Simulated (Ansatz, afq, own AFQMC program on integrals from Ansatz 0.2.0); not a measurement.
**Where AFQMC and coupled cluster stand for BH, singlet**

```xyz
2

B     0.0000    0.0000    0.0000
H     0.0000    0.0000    1.2410
```

Basis cc-pVTZ. Noble-gas cores (and the filled d shells of Ga–Kr and In–Xe) are frozen. AFQMC by an in-house program on the Cholesky factors that Ansatz 0.2.0 writes for its CCSD(T) run. ph-AFQMC/CISD is guided by a CISD state made of CCSD amplitudes; releasing the constraint for a short imaginary time cuts its bias at the price of noise, slowly where states lie close. Error bars are statistical, one sigma.

Determinant: UHF, the one that the program's search chose, which needn't be the lowest solution. The geometry is a point of a scan.

Full CI on the same integrals is exact in this basis and with this determinant's frozen core.

Cautions: strong correlation (T1 0.156, weight of the determinant 0.73, largest double 0.13); unrestricted determinant spin contaminated (⟨S²⟩ 0.48 against 0.00).

```
T1 diagnostic                               : 0.1563
weight of the determinant in the CISD state : 0.734
⟨S²⟩ of the determinant                     : 0.475
size of the correlated space                : 4 electrons in 43 orbitals
```

```csv
level,correlation energy (eV)
MP2,-1.6574
CCSD,-2.5054
CCSD(T),-2.5631
```

**Question.** Estimate where phaseless AFQMC with a CISD trial lies against CCSD(T) on the same integrals.

**Answer.** 0.36 ± 0.08 mEh below CCSD(T).

Reference: full CI, correlation energy -2.580 eV. The released energy is read at 2.40 1/Eh (meV from the phaseless value at times in 1/Eh: -3.3 ± 1.6 at 0.24, -3.8 ± 1.7 at 0.51, -3.7 ± 1.3 at 0.99, -4.0 ± 1.6 at 1.62, -4.5 ± 2.0 at 2.40). The cautions show a poor starting determinant, so the rows tell how each method copes with it here, and full CI is the sure value.

| level | E − E(reference) (mEh) | share of correlation (%) |
| --- | --- | --- |
| CCSD(T) | 0.62 | 99.35 |
| CCSDT | 0.09 | 99.91 |
| CCSDT(Q) | 0.02 | 99.98 |
| ph-AFQMC/HF | 1.96 ± 0.45 | 97.94 |
| ph-AFQMC/CISD | 0.26 ± 0.08 | 99.73 |
| released AFQMC | 0.09 ± 0.07 | 99.90 |

CCSDT and higher add their correlation energy to the determinant of the CCSD(T) run, since their own runs factorise the integrals more tightly (a shift of under 2 meV). Released energies are given only where the last usable release times agree within the noise; a slower fall can still hide under it.
